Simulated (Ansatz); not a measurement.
Input file for BH5S (`[BH3-][SH2+]`):

```yaml
crystal:
  periodic: [false, false, false]
  atoms:
    - {symbol: B, position_ang: [-0.525616, -0.461458, -0.504290]}
    - {symbol: S, position_ang: [0.568563, 0.977619, 0.290913]}
    - {symbol: H, position_ang: [-1.623249, 0.036381, -0.431546]}
    - {symbol: H, position_ang: [-0.344440, -1.447629, 0.159704]}
    - {symbol: H, position_ang: [-0.075431, -0.482144, -1.624494]}
    - {symbol: H, position_ang: [0.286010, 0.903810, 1.604918]}
    - {symbol: H, position_ang: [1.775363, 0.405521, 0.458896]}
basis:
  gaussian: {orbitals: def2-SVP}
correlation: {method: ccsd_t}
```

```sh
$ ansatz run in.yaml --threads 2 --pin off --events-out ev --progress --plain
```

The program prints (abridged):

```
Functional definition: HF
562 factors; integrals over basis functions are off by at most 1.3e-3 eV
mean field evaluation 1: about -11561.5897 eV, gradient 2.0e1 eV
mean field evaluation 2: about -11561.5927 eV, gradient 2.0e1 eV
mean field evaluation 4: about -11563.1905 eV, gradient 1.7e0 eV
mean field evaluation 8: about -11563.2068 eV, gradient 2.2e-5 eV
mean field -11563.20677720 eV, -424.9400112389 hartree, gradient 9.4e-7 eV, S^2 0.000000; 0 other end points of the search recorded, 0 dependent functions left out
6 core orbitals not correlated: weight in the atoms' cores, before any rotation towards them, 1.000 or more for the frozen orbitals, at most 0.000 for the correlated occupied ones
reference -11563.20677720 eV, -424.9400112389 hartree; 7, 7 occupied and 44, 44 virtual orbitals, 562 factors
second order -6.99185784 eV of doubles, -0.00000000 eV of singles
cycle   1  -7.84154019 eV  change   -8.5e-1 eV  update   6.2e-2
cycle   2  -8.11657424 eV  change   -2.8e-1 eV  update   1.9e-2
cycle   3  -8.13331285 eV  change   -1.7e-2 eV  update   4.6e-3
cycle   4  -8.13275462 eV  change    5.6e-4 eV  update   1.4e-3
cycle   5  -8.13236956 eV  change    3.9e-4 eV  update   4.9e-4
cycle   6  -8.13232164 eV  change    4.8e-5 eV  update   1.7e-4
cycle   7  -8.13233396 eV  change   -1.2e-5 eV  update   5.2e-5
cycle   8  -8.13233494 eV  change   -9.9e-7 eV  update   1.5e-5
perturbative correction -0.19778445 eV, -0.0072684446 hartree
Total energy: -11571.53689659 eV, -425.2461374804 hartree
```

Run time 0.45 s (2 threads of a server CPU on a shared host); peak host memory 0.12 GiB.

MP2 recovers 83.9 % of the CCSD(T) correlation energy and the triples give 2.4 %; T1 = 0.0085.
